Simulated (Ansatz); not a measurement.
The input, for Ansatz 0.2.0:

```yaml
crystal:
  periodic: [false, false, false]
  atoms:
    - {symbol: Cu, position_ang: [0.000000, 0.015641, 0.350073]}
    - {symbol: N, position_ang: [0.000000, -0.131422, -1.458118]}
    - {symbol: H, position_ang: [0.000000, 0.840171, -1.807978]}
basis:
  gaussian: {orbitals: def2-SVP}
total_charge: 1
magnetization: {spin_polarized: true, initial_magnetization: 0}
correlation: {method: ccsdt_q, electrons: outside_noble_gas}
```

```sh
$ ansatz run in.yaml --threads 1 --pin off --events-out ev --progress --plain --max-ram 2393MiB
```

The program prints:

```
941 factors; integrals over basis functions are off by at most 1.8e-7 eV
mean field evaluation 1: about -46064.5189 eV, gradient 6.1e1 eV
mean field evaluation 2: about -46064.6395 eV, gradient 6.1e1 eV
mean field evaluation 4: about -46076.5255 eV, gradient 5.2e0 eV
mean field evaluation 8: about -46076.8767 eV, gradient 6.2e-1 eV
mean field evaluation 16: about -46077.1599 eV, gradient 1.8e0 eV
mean field evaluation 32: about -46078.2850 eV, gradient 5.2e-5 eV
mean field evaluation 64: about -46076.8801 eV, gradient 5.4e-3 eV
mean field evaluation 96: about -46076.4739 eV, gradient 2.9e-1 eV
mean field evaluation 128: about -46075.8782 eV, gradient 8.1e-2 eV
mean field evaluation 160: about -46077.8797 eV, gradient 7.5e-1 eV
...
mean field -46078.28496397 eV, -1693.3457394425 hartree, gradient 2.8e-6 eV, S^2 0.986612; 20 other end points of the search recorded, 0 dependent functions left out
determinant -46078.28496397 eV, -1693.3457394425 hartree, with singles and doubles -46088.91694801 eV, -1693.7364576496 hartree
determinant -46077.90892442 eV, -1693.3319202441 hartree, with singles and doubles -46087.52842127 eV, -1693.6854302328 hartree
determinant -46077.52934351 eV, -1693.3179709029 hartree, with singles and doubles -46087.04611672 eV, -1693.6677058677 hartree
determinant -46077.43789502 eV, -1693.3146102327 hartree, with singles and doubles -46088.68733278 eV, -1693.7280194455 hartree
determinant -46076.47811023 eV, -1693.2793387922 hartree, with singles and doubles -46086.70284326 eV, -1693.6550908006 hartree
determinant -46075.87846698 eV, -1693.2573023095 hartree, with singles and doubles -46086.96077805 eV, -1693.6645697293 hartree
determinant -46075.55680031 eV, -1693.2454812773 hartree, with singles and doubles -46084.15104077 eV, -1693.5613137887 hartree
determinant -46075.50520914 eV, -1693.2435853366 hartree, with singles and doubles -46084.11917181 eV, -1693.5601426262 hartree
determinant -46078.28496397 eV, -1693.3457394425 hartree, with singles and doubles -46088.99827255 eV, -1693.7394462713 hartree
determinant -46077.43789502 eV, -1693.3146102327 hartree, with singles and doubles -46088.83889439 eV, -1693.7335892318 hartree
determinant -46076.88010279 eV, -1693.2941117465 hartree, with singles and doubles -46088.14358883 eV, -1693.7080372236 hartree
10 core orbitals not correlated: weight in the atoms' cores, before any rotation towards them, 1.000 or more for the frozen orbitals, at most 0.000 for the correlated occupied ones
reference -46078.28496397 eV, -1693.3457394425 hartree; 8, 8 occupied and 32, 32 virtual orbitals, 941 factors
second order -10.84151258 eV of doubles, -0.00000000 eV of singles
...
cycle  43  -11.59547896 eV  change   -8.3e-6 eV  update   3.7e-6
cycle  44  -11.59548515 eV  change   -6.2e-6 eV  update   3.0e-6
cycle  45  -11.59548953 eV  change   -4.4e-6 eV  update   2.5e-6
cycle  46  -11.59549429 eV  change   -4.8e-6 eV  update   2.2e-6
cycle  47  -11.59550304 eV  change   -8.8e-6 eV  update   2.0e-6
cycle  48  -11.59550611 eV  change   -3.1e-6 eV  update   1.6e-6
cycle  49  -11.59551198 eV  change   -5.9e-6 eV  update   1.4e-6
cycle  50  -11.59551593 eV  change   -4.0e-6 eV  update   1.1e-6
cycle  51  -11.59551964 eV  change   -3.7e-6 eV  update   8.2e-7
cycle  52  -11.59551949 eV  change    1.5e-7 eV  update   5.8e-7
perturbative correction -0.03668018 eV, -0.0013479716 hartree
WARN: the results are in doubt because among natural orbitals full CI differs from the method by +1.320 eV
Total energy: -46089.91716364 eV, -1693.7732148957 hartree
In doubt: among natural orbitals full CI differs from the method by +1.320 eV
```

The determinant's ⟨S²⟩ is 0.99 against 0.00 for a pure state. The T1 diagnostic is 0.049.

Ran on 1 thread of Arm Neoverse V1, shared host: 5.4 min wall, 0.74 GiB peak host memory.
